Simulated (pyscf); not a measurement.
Single points on ωB97X-D3(BJ)/def2-SVP structures (PySCF, gas phase).

**Question.** `[NH]=[AlH]` + `[H][H]` -> `[NH2][AlH2]`
Surface: singlet. Broken: H–H. Formed: H–N, Al–H. Give ΔE‡ and ΔE from PBE0-D3(BJ)/def2-TZVP, relative to the separated reactants.

**Answer.** ΔE‡ = 0.07 eV, ΔE = -3.08 eV. ωB97M-D3(BJ)/def2-TZVP gives 0.23 eV and -3.01 eV. Zero-point energy shifts the barrier by +0.11 eV. It is an addition across a multiple bond or ene-type step, with an imaginary mode of 821i cm⁻¹. At the saddle there is also a short Al–H contact that neither side keeps. HN=AlH lies 1.93 eV over its isomer H₂N–Al [singlet] (electronic energy, ωB97M-D3(BJ)/def2-TZVP). One saddle was located; it need not be the lowest between these sides.
